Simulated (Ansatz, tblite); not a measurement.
# The cluster Re₄+: a ladder of methods and basis sets

Aim: run the doublet of the cluster Re₄+ at one geometry on many levels, and compare frontier levels, spin and run time.

Program: Ansatz 0.2.0, Gaussian basis. Level of theory: as each input shows. These are calculated values, not measurements.

The runs, in order: GFN1-xTB, GFN2-xTB, PBE-D4/def2-TZVP, r2SCAN-D4/def2-TZVP, r2SCANh-D4/def2-TZVP, LDA/def2-TZVP, r2SCAN0-D4/def2-TZVP, ωB97X-V/def2-TZVP, HSE06-D4/def2-TZVP, PBE-D4/def2-SVP, PBE0-D4/def2-SVP, MP2/def2-TZVP, RPA/def2-TZVP.

3 further runs of the same task are left out: 1 that didn't finish, 2 set aside as unsound or not needed.

## (1) The geometry

The geometry is that of the doublet, from an earlier relaxation (PBE0-D4/def2-SVP). At that level it is the lowest of the isomers that a small search found.

4 atoms, charge 1, spin multiplicity 2.

Bond lengths: Re1–Re2 2.266 Å, Re1–Re3 2.266 Å, Re1–Re4 3.247 Å, Re2–Re3 3.160 Å, Re2–Re4 2.303 Å, Re3–Re4 2.303 Å. Angles: Re2–Re1–Re3 88.4°, Re2–Re1–Re4 45.2°, Re3–Re1–Re4 45.2°, Re1–Re2–Re3 45.8°, Re1–Re2–Re4 90.6°, Re3–Re2–Re4 46.7°, Re1–Re3–Re2 45.8°, Re1–Re3–Re4 90.6°, Re2–Re3–Re4 46.7°, Re1–Re4–Re2 44.3°, Re1–Re4–Re3 44.3°, Re2–Re4–Re3 86.7°.

Re takes a core potential in the def2 sets. No spin-orbit coupling is included. The ion is computed in the gas phase, without counter-ions or solvent.

PBE0-D4/def2-TZVP was run before; its log isn't repeated, and its numbers join the tables.

## (2) GFN1-xTB

Tight binding, by tblite at 300 K electronic temperature and without a spin-polarisation term:

```python
tblite.interface.Calculator('GFN1-xTB', numbers, positions, charge=1, uhf=1).singlepoint()
```

Energy -248.3336 eV; 0.006 s.

## (3) GFN2-xTB

Tight binding, by tblite at 300 K electronic temperature and without a spin-polarisation term:

```python
tblite.interface.Calculator('GFN2-xTB', numbers, positions, charge=1, uhf=1).singlepoint()
```

Energy -346.2670 eV; 0.011 s.

## (4) PBE-D4/def2-TZVP

start.molden holds the orbitals of an earlier run on this state, given as this run's starting guess.

in.yaml reads:

```yaml
crystal:
  periodic: [false, false, false]
  atoms:
    - {symbol: Re, position_ang: [1.132913, 0.930177, -0.682658]}
    - {symbol: Re, position_ang: [1.132063, -0.905466, 0.645555]}
    - {symbol: Re, position_ang: [-1.111154, 1.060622, -0.398174]}
    - {symbol: Re, position_ang: [-1.153812, -1.085333, 0.435267]}
basis:
  gaussian: {orbitals: def2-TZVP, initial_orbitals: start.molden}
total_charge: 1
magnetization: {spin_polarized: true, initial_magnetization: 1}
hamiltonian: {xc: pbe, dispersion: d4}
scf: {omitted_lower_state_checks: [starts]}
output: {forces: true, orbitals: {seedname: orbitals}}
```

Run with:

```sh
ansatz run in.yaml --threads 2 --pin off --events-out ev --progress --plain --max-ram 4352MiB
```

Further steps of the session: r2SCAN-D4/def2-TZVP; r2SCANh-D4/def2-TZVP; LDA/def2-TZVP; r2SCAN0-D4/def2-TZVP; ωB97X-V/def2-TZVP; HSE06-D4/def2-TZVP; PBE-D4/def2-SVP; PBE0-D4/def2-SVP; MP2/def2-TZVP; RPA/def2-TZVP.

Q: Predict the results of all the runs planned. Wanted: gap in def2-TZVP, named functionals, smallest and largest; correlation energy, MP2/def2-TZVP; ⟨S²⟩ in def2-TZVP, named functionals, smallest and largest; PBE0 total energy, smallest basis above largest.

**Answer**, as computed:

| quantity | value |
| --- | --- |
| gap in def2-TZVP, named functionals, smallest and largest | 0.08 eV (LDA), 6.32 eV (ωB97X-V) |
| correlation energy, MP2/def2-TZVP | -40.19 eV |
| ⟨S²⟩ in def2-TZVP, named functionals, smallest and largest | 0.817, 4.081 |
| PBE0 total energy, smallest basis above largest | 1.33 eV (def2-SVP, def2-TZVP) |

In words: Over the named functionals in def2-TZVP the gap runs from 0.08 eV (LDA) to 6.32 eV (ωB97X-V); exact exchange widens it. Over the named functionals in def2-TZVP spin contamination reaches 3.33 (r2SCAN0-D4), so some levels may describe another state.
